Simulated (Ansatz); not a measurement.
(H2Al-mu-H)3 (Al3H9), relaxed as a singlet with RKS r2SCAN-D4/def2-SVP in Ansatz, starting from the GFN2-xTB geometry. Force threshold 0.02 eV/Å.

Start:

```xyz
12

Al   -1.2496    0.8052   -0.0863
H    -2.5490    1.6395   -0.1719
H    -0.2085    1.0939    1.3873
H     0.2526    1.5879   -0.7770
Al    1.2738    0.6460    0.4135
H     1.3818   -0.4990   -1.0047
H     2.5961    1.3209    0.8470
H     0.9287   -0.9868    1.1587
Al   -0.0254   -1.4515   -0.3286
H    -0.0491   -2.9595   -0.6719
H    -1.4064   -0.8426    0.6974
H    -0.9450   -0.3541   -1.4635
```

Q: Estimate the energy that the relaxation releases and the steps that it takes.

A: 1.9 kcal/mol, in 4 steps; 9.5 s on 4 threads of Arm Neoverse V2 on a shared host. No frequencies were taken in this run, so the end may be a saddle point.

Q: Does the start keep its bonding and symmetry?

A: By distances, no bond broke or formed. The bond that changes most is H3–Al5, from 1.83 to 1.79 Å (atoms count from 1). Point group D3h at the start, D3h at the end, both within 0.05 Å.

Q: Predict the relaxed structure.

A: 
```xyz
12

Al   -1.241    0.799   -0.085
H    -2.560    1.645   -0.172
H    -0.202    1.051    1.346
H     0.245    1.528   -0.760
Al    1.266    0.643    0.411
H     1.333   -0.477   -0.978
H     2.609    1.326    0.851
H     0.888   -0.951    1.129
Al   -0.025   -1.442   -0.326
H    -0.049   -2.971   -0.678
H    -1.356   -0.813    0.685
H    -0.909   -0.338   -1.422
```
Bond lengths (bridged metal pairs left out): 15 × Al–H 1.57 to 1.79 Å.
